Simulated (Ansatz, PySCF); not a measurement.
Acid–base and redox partners of C=C=O. Isolated molecules, 0 K electronic values unless said otherwise. One relaxed conformer stands for each flexible species; it need not be the lowest. Strings in code marks are SMILES.

Quantity: vertical ionisation energy (energy after one electron is removed minus that of the parent at the parent's geometry), in eV.

Level 1: frozen-core MP2/cc-pVTZ // PBE-D3(BJ)/def2-TZVP (Ansatz, a first-principles code)
Level 2: minus the HOMO energy of B3LYP/6-31G* // PBE-D3(BJ)/def2-TZVP (PySCF)
Level 3: minus the HOMO energy of SVWN5/6-31G* // PBE-D3(BJ)/def2-TZVP (PySCF)
Level 4: HF/cc-pVTZ // PBE-D3(BJ)/def2-TZVP (Ansatz)

| species | level 1 | level 2 | level 3 | level 4 |
|---|---|---|---|---|
| `C=C=[OH+]` (not the most basic site) | 18.25 | 15.01 | 14.02 | 17.02 |
| `C=C=O` | 9.90 | 6.53 | 5.62 | 8.56 |
